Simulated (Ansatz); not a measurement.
**Vanadium, bcc: convergence with Fermi-Dirac smearing**

Computed with Ansatz, LDA, scalar-relativistic PAW, on the relaxed cell (a = 2.927 Å; spin not included). Errors count from a run at 420 eV on a Γ-centred 25×25×25 mesh with Fermi-Dirac smearing of 0.1 eV, extrapolated to zero width. Fixed here: cutoff 420 eV, mesh 15×15×15. The SCF starts from atomic densities corrected by a trained network.

```json
{"width (eV)": "0.01", "E(σ→0) error (meV/atom)": "-3.9", "F error (meV/atom)": "-4.0", "P (GPa)": "-0.46", "SCF iterations": "6"}
{"width (eV)": "0.03", "E(σ→0) error (meV/atom)": "-3.5", "F error (meV/atom)": "-5.1", "P (GPa)": "-0.30", "SCF iterations": "6"}
{"width (eV)": "0.1", "E(σ→0) error (meV/atom)": "-1.6", "F error (meV/atom)": "-27.0", "P (GPa)": "0.00", "SCF iterations": "6"}
{"width (eV)": "0.2", "E(σ→0) error (meV/atom)": "-7.0", "F error (meV/atom)": "-100.0", "P (GPa)": "1.01", "SCF iterations": "6"}
{"width (eV)": "0.3", "E(σ→0) error (meV/atom)": "-18.8", "F error (meV/atom)": "-210.6", "P (GPa)": "2.51", "SCF iterations": "6"}
{"width (eV)": "0.6", "E(σ→0) error (meV/atom)": "-33.0", "F error (meV/atom)": "-761.0", "P (GPa)": "10.72", "SCF iterations": "6"}
{"width (eV)": "1.0", "E(σ→0) error (meV/atom)": "-84.6", "F error (meV/atom)": "-2041.6", "P (GPa)": "27.92", "SCF iterations": "6"}
```
